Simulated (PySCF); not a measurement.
## BO₂: one-bond stretch

Computed with PySCF, UB3LYP, basis B def2-TZVP, O def2-TZVP (no relativity, density fitting).

Rigid scan from the doublet minimum (B–O 1.261 Å (×2); O–B–O 180.0°). Coordinate: the bond from B to the last atom (O) scaled, the rest fixed. Energies in kJ/mol from the minimum.

Question: Predict the curve at 0.92, 0.96, 1.00, 1.05, 1.12, 1.20, 1.35, 1.55, 1.80, 2.20.

Answer: 
| scale of one bond | E (kJ/mol) | dipole size (D) | ⟨S²⟩ |
| --- | --- | --- | --- |
| 0.92 | 32.8 | 0.43 | 0.77 |
| 0.96 | 7.1 | 0.24 | 0.77 |
| 1.00 | 0.0 | 0.00 | 0.77 |
| 1.05 | 8.3 | 0.33 | 0.78 |
| 1.12 | 39.0 | 0.76 | 0.77 |
| 1.20 | 87.9 | 1.08 | 0.76 |
| 1.35 | 194.0 | 1.18 | 0.76 |
| 1.55 | 333.8 | – | 0.77 |
| 1.80 | 469.2 | – | 1.04 |
| 2.20 | 552.8 | – | 1.58 |

Spin contamination is strong at 1.80, 2.20, so these points are less reliable.

Other isomers or separated fragments may lie lower.
